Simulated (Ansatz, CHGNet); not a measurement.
For 1T (CdI2-type) HfS2, the machine-learned potential CHGNet 0.3.0 (trained on PBE and PBE+U data) gives:

```
Property             Result
------------------  -------
lattice constant a  3.654 Å
c axis length       6.524 Å
```

Q: What does HSE06-D3(BJ) in Ansatz (PAW) give for the same quantities?

A: 
- lattice constant a: 3.598 Å (shrinks by 1.5 %)
- lattice parameter c: 5.681 Å (decreases by 13 %)

For comparison: lattice constant a 3.635 Å (measured, temperature not stated, no zero-point or thermal correction; as tabulated in Björkman (2014), arXiv:1406.2436); lattice parameter c 5.83 Å (measured, temperature not stated, zero-point anharmonic expansion removed (computed with revB86b-DF2); no thermal correction; as tabulated in Björkman (2014), arXiv:1406.2436).

Changes are worked out from the printed values.

Unless a cell is named, each level is at its own relaxed cell (CHGNet 0.3.0 25.15, HSE06-D3(BJ) 21.23 Å³/atom).

Levels without +SOC leave out spin–orbit coupling, which shifts energies and cells of such heavy elements.

Ansatz's density-functional and Hartree–Fock values are scalar-relativistic unless marked +SOC, with PAW data made under PBE.

Ansatz is a quantum-chemistry and plane-wave program.
